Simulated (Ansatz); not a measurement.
# Lattice constant a of some bcc solids

Method: BLYP (plane waves, PAW; Ansatz, a program for electronic structure). References are measured values corrected to a static lattice.

Values in Å.

```csv
solid,reference,BLYP,error (%)
bcc Mo,3.141,3.202,+1.94
bcc K,5.212¶,5.328,+2.23
bcc Cs,6.039¶,6.290,+4.16
bcc V,3.021,3.025,+0.13
bcc Ta,3.299,3.353,+1.64
bcc W,3.16,?,?
bcc Fe,2.853,2.873,+0.70
```

**Question.** Estimate the withheld BLYP value.

**Answer.** The errors of the other rows run from +0.13 % to +4.16 %, with a median of +1.79 %; carried to the reference 3.160 it gives 3.217 Å. The run gives 3.220 Å (+1.90 %), +0.09 % from the estimate; the row was drawn at random, and such an estimate is rough. Over these 7 solids the mean error is +1.81 %, the mean absolute error 1.81 % (median 1.90 %), and the worst case bcc Cs at +4.16 %; the value is too high in 7 of 7 cases.

All these references are brought to a static lattice.

Spin–orbit coupling is left out, also for the solids with elements from indium on (bcc Cs, bcc Ta, bcc W); its size isn't shown.

¶ marks references of a special kind: bcc K, 5.212 Å (measured, low-temperature or extrapolated to 0 K; zero-point anharmonic expansion removed; as tabulated in Csonka et al. (2009), arXiv:0903.4037); bcc Cs, 6.039 Å (measured, low-temperature or extrapolated to 0 K; zero-point anharmonic expansion removed; as tabulated in Csonka et al. (2009), arXiv:0903.4037).

Differences are worked out from the printed values.

Ansatz's density-functional and Hartree–Fock values are scalar-relativistic unless marked +SOC, with PAW data made under PBE.

Ansatz's runs of these crystals have no spin polarisation, but for bcc Fe.

Density-functional runs with spin start from parallel moments for bcc Fe.

Not in this set, of the bcc solids with a reference value in our tables and a result at some level: 6 for no value at BLYP (not run, a failed fit, an unstable or unbound cell, or a value held back for tests); 3 for a high-temperature or high-pressure phase. These can be a level's best or worst cases. Solids without a released value at any level aren't counted. Layered and molecular crystals are counted apart. The metals Ce to Yb are counted apart.

References as tabulated in Mejia-Rodriguez and Trickey (2018), arXiv:1807.09216; Csonka et al. (2009), arXiv:0903.4037.
